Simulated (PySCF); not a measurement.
Species: COS.
Geometry (PBE0-D3(BJ)/def2-SVP, Å), atoms numbered from 1 in this order:
```xyz
3
COS angstrom
O     -1.284    0.253    0.000
C     -0.135    0.121    0.000
S      1.418   -0.063    0.000
```

Level: PBE0/pcSseg-1 in PySCF, non-relativistic, on one gas-phase PBE0-D3(BJ)/def2-SVP geometry that isn't relaxed in the solvent. The solvent is an IEF-PCM continuum (Bondi radii, 1.10 Å for H, scaled by 1.2). The model holds no explicit solvent molecules, cavitation or dispersion.

Gas phase at PBE0/pcSseg-1: HOMO -8.75 eV, LUMO -0.82 eV, dipole 0.61 D.

Question: What does the continuum do to the energy, the frontier levels and the dipole at PBE0/pcSseg-1 in chloroform?

Answer: 
```json
{"solvent": "chloroform", "ε": "4.711", "E(solvent) − E(gas) (kJ/mol)": "-2.97", "polarisation term (kJ/mol)": "-3.12", "distortion of the solute (kJ/mol)": "0.15", "HOMO (eV)": "-8.65", "LUMO (eV)": "-0.72", "dipole (D)": "0.70"}
```

Polarisation term: ½ Σ q·V over the induced surface charges. Distortion: the rise of the solute's own energy as its density leaves the gas-phase optimum.

Question: Which Mulliken charges (PBE0/pcSseg-1) respond most in chloroform (means over atoms taken as equivalent)?

Answer: 
```tsv
atoms	environment	gas (e)	solvent (e)	change
C2	central carbon of cumulated double bonds	+0.245	+0.263	+0.018
O1	oxygen bonded to C	-0.242	-0.256	-0.014
S3	sulfur bonded to C	-0.003	-0.007	-0.004
```

Question: How do the nuclear quadrupole coupling constants eQVzz/h respond in chloroform?

Answer: 
```json
{"nucleus": "17O at O1", "Q (barn)": "-0.0256", "gas (MHz)": "-1.72", "solvent (MHz)": "-1.82", "η gas": "0.00", "η solvent": "0.00"}
{"nucleus": "33S at S3", "Q (barn)": "-0.06781", "gas (MHz)": "-31.18", "solvent (MHz)": "-31.15", "η gas": "0.00", "η solvent": "0.00"}
```
